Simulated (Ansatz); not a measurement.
A run of Ansatz (development build ahead of 0.2.0) on doublet CH in separate pieces at this shape:

```xyz
2

C     0.0000    0.0000    0.0000
H     0.0000    0.0000    2.9960
```

Its results:

- Converged: yes
- Total energy: -38.10013 hartree
- Spin squared of the determinant: 0.750
- Stability test: minimum among restricted orbitals

Problem. Which input gives this output? Name the method, the orbitals and the basis set, and write the input.

Solution. ROHF in pcseg-2.

```yaml
crystal:
  periodic: [false, false, false]
  atoms:
    - { symbol: C, position_ang: [0.0, 0.0, 0.0] }
    - { symbol: H, position_ang: [0.0, 0.0, 2.996] }
basis:
  gaussian: { orbitals: pcseg-2 }
magnetization:
  initial_magnetization: 1
hamiltonian:
  xc: hf
```

Caution: an unrestricted determinant lies well below.
